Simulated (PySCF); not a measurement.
**EPR parameters of [C5H11N]+**

Species: C5H11N (charge +1 and doublet state).
Structure used (GFN2-xTB), in Å, numbered top down from 1:
```
atom  x, y, z in Å
C1     2.0629   -1.1154    0.1679
C2     0.9274   -0.6667   -0.3405
C3     0.0565    0.3865    0.3232
C4     0.5734    1.8073    0.1143
N5    -1.2990    0.2717   -0.0344
C6    -1.9788   -0.9555   -0.1940
H7     2.7090   -1.7596   -0.4060
H8     2.4160   -0.8527    1.1518
H9     0.5751   -1.0004   -1.3073
H10    0.1426    0.1599    1.4060
H11    0.5505    2.0670   -0.9422
H12   -0.0310    2.5248    0.6647
H13    1.5995    1.8885    0.4599
H14   -1.7846    1.1136   -0.3193
H15   -2.0786   -1.2255   -1.2561
H16   -3.0000   -0.8713    0.1882
H17   -1.4478   -1.7601    0.3138
```

The hyperfine couplings belong to this conformer and change with its torsions.

Identity: `C=C[C@@H](C)[NH+]C` [radical] (charge +1).

Theory: UKS B3LYP, pcH-1 on C H N, non-relativistic, mean-field spin-orbit, GIAO (PySCF 2.14.0). One conformer (not necessarily the lowest) at the GFN2-xTB geometry, without solvent, vibrations or thermal averaging. A GFN2-xTB geometry isn't a minimum of the functional, and hyperfine couplings can be far from their values at a DFT geometry, by a factor of two or more for some ions and for spin on atoms past the first row. Stability of the SCF solution: not tested.

| Item | Value |
| --- | --- |
| g1, g2, g3 | 2.00213, 2.00383, 2.00446 |
| g_iso | 2.00347 |
| Form of g | rhombic: the two nearest values differ by 27 % of g3 − g1 |
| ⟨S²⟩ | 0.7546 (exact 0.7500) |
| α and β electrons | 24, 23 |
| HOMO–LUMO gap, α and β orbitals | 7.22, 2.26 eV |
| Total energy | -251.60630 Eh |

Hyperfine couplings atom by atom, in 10⁻⁴ cm⁻¹; T1 to T3 are the principal values of the dipolar part; ρ(0) is the spin density at the nucleus (1 × 10⁻⁴ cm⁻¹ = 2.998 MHz):

```tsv
atom	isotope	a_iso	T1	T2	T3	Mulliken spin population	ρ(0) (bohr⁻³)
C1	13C	0.6	-2.2	-1.8	4.1	0.07	0.0016
C2	13C	11.7	-3.7	-2.5	6.2	0.06	0.0312
C3	13C	-10.8	-2.4	-0.9	3.3	-0.04	-0.0288
C4	13C	3.6	-0.8	-0.5	1.2	0.01	0.0097
N5	14N	11.5	-11.9	-11.9	23.8	0.72	0.1067
C6	13C	-9.4	-2.0	-0.2	2.2	-0.03	-0.0250
H7	1H	1.3	-1.2	-0.5	1.7	0.00	0.0009
H8	1H	-1.0	-0.7	-0.5	1.2	0.00	-0.0006
H9	1H	2.3	-2.0	0.4	1.6	0.00	0.0016
H10	1H	90.9	-2.6	-1.4	4.0	0.11	0.0610
H11	1H	1.3	-1.0	-0.7	1.7	0.01	0.0009
H12	1H	-1.0	-1.0	-0.9	1.9	0.00	-0.0007
H13	1H	-1.1	-0.8	-0.6	1.4	0.00	-0.0007
H14	1H	-17.9	-13.6	-3.1	16.8	-0.03	-0.0120
H15	1H	62.8	-2.2	-1.3	3.5	0.07	0.0421
H16	1H	29.8	-2.2	-1.1	3.3	0.03	0.0200
H17	1H	5.9	-1.8	-0.8	2.6	0.01	0.0039
```

Largest spin populations (Mulliken): N5 (+0.72), H10 (+0.11), C1 (+0.07) and H15 (+0.07). N5 is the only atom above +0.15. The angles at N5 add up to 359.4°, so it is planar; its axial dipolar tensor and the negative coupling of its proton fit spin in a p orbital normal to that plane.

Axes: g3 points within 8° of the N5–H14 bond.

Under fast tumbling the dipolar parts average out, and these isotropic splittings remain (the largest six): 1 × 1H (H10, I = 1/2, 2 lines) with 9.72 mT, 3 × 1H (H15/H16/H17, I = 1/2, 4 lines) with 3.51 mT, 1 × 1H (H14, I = 1/2, 2 lines) with 1.92 mT, 1 × 14N (N5, I = 1, 3 lines) with 1.23 mT, 1 × 1H (H9, I = 1/2, 2 lines) with 0.25 mT and 1 × 1H (H7, I = 1/2, 2 lines) with 0.14 mT.

Nuclei that the bonding pattern makes equivalent are averaged, as if the motion that swaps them (rotation, inversion, ring flip) were fast. The three 1H nuclei of mean +98.3 MHz run from 17.6 to 188.2 MHz in the frozen geometry.

The 13C coupling of C2 (35.1 MHz) shows only in satellite lines or after enrichment, since that isotope makes up about 1.07 % of natural carbon.

β density exceeds α density at some nuclei, such as C3 (-0.0288), C6 (-0.0250) and H14 (-0.0120), spin density in bohr⁻³. In a single determinant that takes different orbitals for the two spins, that is spin polarisation.
